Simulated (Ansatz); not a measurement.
Species: OCl (charge +1, triplet). 
Coordinates optimised at B3LYP-D3(BJ)/def2-TZVP (Ansatz, a quantum-chemistry and plane-wave program):
```
Cl
O 1 1.4807
```
Charge +1, spin multiplicity 3.

Problem. Give the harmonic wavenumbers at B3LYP-D3(BJ)/def2-TZVP (Ansatz, finite differences of forces, unscaled).

Solution. 1088 cm⁻¹. Zero-point energy 1.6 kcal/mol.

Problem. From these and the geometry, give the ideal-gas thermochemistry at 298.15 K and 1 atm (rigid rotor, harmonic oscillator).

Solution. Point group C∞v, rotational symmetry number 1. Rotational constants 20.91, 20.91 GHz. S(trans) 37.74, S(rot) 13.30, S(vib) 0.07, S(elec, spin only) 2.18, S 53.3 cal/(mol K). H(298) - H(0) 2.09 kcal/mol; G - E(el) -12.2 kcal/mol.
